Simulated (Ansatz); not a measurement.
Relaxing barium (bcc)

Theory: DFT, PBE, plane waves (420 eV) with PAW, scalar-relativistic in Ansatz 0.2.0.

k-point mesh 9×9×9, Fermi-Dirac smearing 0.1 eV, no spin polarisation. Cell and atoms relax.

Starting structure:

```
CELL_PARAMETERS angstrom
-2.50000 2.50000 2.50000
2.50000 -2.50000 2.50000
2.50000 2.50000 -2.50000
ATOMIC_POSITIONS crystal
Ba 0.00000 0.00000 0.00000
```

**Question.** The pressure at the start is 0.1 GPa. By how much does the volume change?

**Answer.** From 62.50 to 63.44 Å³ per atom, 1.5 %. The final cell has a = 5.025 Å.

**Question.** How much energy does the relaxation gain?

**Answer.** 0.4 meV per atom.
